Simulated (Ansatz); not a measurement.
# B2 (triplet): from Hartree-Fock to the top rungs at distance B1–B2 = 4.237 Å, cc-pVDZ

Aim: climb from Hartree-Fock through coupled cluster and multireference methods for B2 (triplet) at one geometry and basis, and see what each rung misses.

Method: cc-pVDZ, core rule «outside noble gas», up to 2 orbitals frozen; program: Ansatz 0.2.0, Gaussian basis.

Plan: UHF; CCSD(T) on ROHF; CCSD(T) on UHF; BCCD(T) on ROHF; CISD; CCSDT(Q) on ROHF; CCSDT(Q) on UHF; CISDTQ; CASSCF and MRCISD+Q, 4 electrons in 4 orbitals; CASSCF and NEVPT2, 4 electrons in 4 orbitals; CASSCF and MRCISD+Q, 6 electrons in 8 orbitals; CASSCF and NEVPT2, 6 electrons in 8 orbitals; Full CI.

16 further runs of the same task are left out: 8 that didn't finish, 8 set aside as unsound or not needed.

## 1. What is computed

The geometry derives from a PBE0/def2-TZVP stationary point (not a proven minimum). One bond is set to the value named and the two fragments are kept rigid.

2 atoms, charge 0, spin multiplicity 3.

Atoms are counted from 1 here; the program's logs count them from 0.

No contacts short enough for the rule that draws bonds.

## 2. UHF

File in.yaml:

```yaml
crystal:
  periodic: [false, false, false]
  atoms:
    - {symbol: B, position_ang: [0.000000, 0.000000, 0.000000]}
    - {symbol: B, position_ang: [0.000000, 0.000000, 4.237000]}
basis:
  gaussian: {orbitals: cc-pVDZ}
magnetization: {spin_polarized: true, initial_magnetization: 2}
hamiltonian: {xc: hf}
output: {orbitals: {seedname: orbitals}}
```

On the command line:

```sh
$ ansatz run in.yaml --threads 1 --pin off --events-out ev --progress --plain --max-ram 2393MiB
```

The runs that follow: CCSD(T) on ROHF; CCSD(T) on UHF; BCCD(T) on ROHF; CISD; CCSDT(Q) on ROHF; CCSDT(Q) on UHF; CISDTQ; CASSCF and MRCISD+Q, 4 electrons in 4 orbitals; CASSCF and NEVPT2, 4 electrons in 4 orbitals; CASSCF and MRCISD+Q, 6 electrons in 8 orbitals; CASSCF and NEVPT2, 6 electrons in 8 orbitals; Full CI.

Q: Predict the results of all the runs planned. Wanted: FCI below the RHF energy; RMP2 from FCI; UMP2 from FCI; RCCSD from FCI; RCCSD(T) from FCI; UCCSD(T) from FCI; RCCSDT(Q) from FCI; UCCSDT(Q) from FCI; NEVPT2 pair from FCI.

The runs gave:

```
                         quantity                                                   value
         FCI below the RHF energy                                              -3.4713 eV
                    RMP2 from FCI                                           +125.4 kJ/mol
                    UMP2 from FCI                                           +124.6 kJ/mol
                   RCCSD from FCI                                             +9.0 kJ/mol
                RCCSD(T) from FCI                                             +4.2 kJ/mol
                UCCSD(T) from FCI                                             +4.1 kJ/mol
               RCCSDT(Q) from FCI                                             +1.6 kJ/mol
               UCCSDT(Q) from FCI                                             +1.7 kJ/mol
             NEVPT2 pair from FCI                                           +111.7 kJ/mol
levels within 1 kcal/mol (43 meV)  UCCSD(T), RCCSDT, UCCSDT, CISDTQ, RCCSDT(Q), UCCSDT(Q)
                    T1 diagnostic                                                   0.021
   effectively unpaired electrons                                                    2.47
```

RCCSD(T) lands +4.2 kJ/mol from the yardstick (1.3 % of the correlation energy). The occupations show some static correlation. These misses are within one basis, not against nature; the frozen cores of restricted and unrestricted runs differ, which can shift their rows.
